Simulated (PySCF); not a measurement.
**ROCCSD(T)/6-31G(d) (spherical functions) run of HS (SMILES [SH])**

Aim: the vertical doublet–quartet gap of HS at ROCCSD(T)/6-31G* (spherical functions), from 2 runs. Input form: a Python script.

The calculation is run with PySCF 2.14.0.

12 further runs of the same task are left out: 1 that didn't finish, 11 set aside as unsound or not needed.

## (1) The molecule

HS has 2 atoms, charge 0, and is taken as a doublet. As SMILES, `[SH]`. The shape is that of a PBE0-D4/def2-TZVP optimisation.

Bond lengths: S1–H2 1.346 Å.

## (2) The energy at ROCCSD(T)/6-31G(d) (spherical functions)

The input, calc.py:

```python
# [SH]
from pyscf import gto, scf, cc

mol = gto.Mole()
mol.atom = '''
S      1.085761    -0.354909     0.558338
H     -1.085761     0.354909    -0.558338
'''
mol.spin = 1
mol.unit = 'bohr'
mol.max_memory = 1860
mol.basis = '6-31g*'
mol.verbose = 3
mol.build()

hf = scf.ROHF(mol)
hf.conv_tol = 1e-10
hf.kernel()
if not hf.converged:
    hf = hf.newton().run(hf.mo_coeff, hf.mo_occ)

mycc = cc.CCSD(hf, frozen=5)
mycc.kernel()
e_t = mycc.ccsd_t()
etot = mycc.e_tot + e_t
print('E = %.10f Eh' % etot)
```

Run with:

```
$ OMP_NUM_THREADS=1 python calc.py
```

Output:

```text
converged SCF energy = -398.058970390809

WARN: RCCSD method does not support ROHF method. ROHF object is converted to UHF object and UCCSD method is called.

E(UCCSD) = -398.1798911690751  E_corr = -0.1209207782661359
UCCSD(T) correction = -0.00215171705530308
E = -398.1820428861 Eh
```

Run time: 1.4 s. Hardware: 1 thread of AMD EPYC 7R43 (Zen 3), shared host; peak memory 0.12 GiB.

## (3) The quartet, same level

The input, input.py:

```python
from pyscf import gto, cc

molecule = gto.M(
    atom=[
    ('S', (0.574560, -0.187810, 0.295460)),
    ('H', (-0.574560, 0.187810, -0.295460)),
],
    verbose=3,
    max_memory=1860,
    basis='6-31g*',
    spin=3,
)

mf = molecule.ROHF()
mf.conv_tol = 1e-10
mf.kernel()
if not mf.converged:
    mf = mf.newton().run(mf.mo_coeff, mf.mo_occ)

mycc = cc.CCSD(mf, frozen=5)
mycc.kernel()
e_t = mycc.ccsd_t()
e_tot = mycc.e_tot + e_t
print('Final energy', e_tot)
```

Run with:

```
$ OMP_NUM_THREADS=1 python input.py
```

Output:

```text
converged SCF energy = -397.858722442271

WARN: RCCSD method does not support ROHF method. ROHF object is converted to UHF object and UCCSD method is called.

E(UCCSD) = -397.9618576969465  E_corr = -0.1031352546760499
UCCSD(T) correction = -0.00152433517611239
Final energy -397.96338203212264
```

It took 1.2 s on 1 thread of AMD EPYC 7R43 (Zen 3), shared host; peak memory 0.12 GiB.

## (4) What came out

At ROCCSD(T)/6-31G* (spherical functions), 5 core orbitals frozen:

| quantity | value |
| --- | --- |
| doublet: total energy | -398.18204 Eh |
| doublet: dipole moment (Hartree–Fock density) | 1.07 D |
| doublet: correlation energy (5 core orbitals frozen) | -123.1 mEh |
| doublet: (T) correction | -2.15 mEh |
| doublet: ⟨S²⟩ of the reference determinant | 0.750 |
| doublet: T1 diagnostic | 0.013 |
| quartet: total energy | -397.96338 Eh |
| quartet: dipole moment (Hartree–Fock density) | 0.69 D |
| quartet: correlation energy (5 core orbitals frozen) | -104.7 mEh |
| quartet: (T) correction | -1.52 mEh |
| quartet: ⟨S²⟩ of the reference determinant | 3.750 |
| quartet: T1 diagnostic | 0.013 |
| vertical energy of the quartet above the doublet | 5.950 eV |

**Reading.** At this shape the quartet lies 5.95 eV (137 kcal/mol) above the doublet. The triples (doublet) make up 1.7 % of the correlation energy. The triples (quartet) make up 1.5 % of the correlation energy.
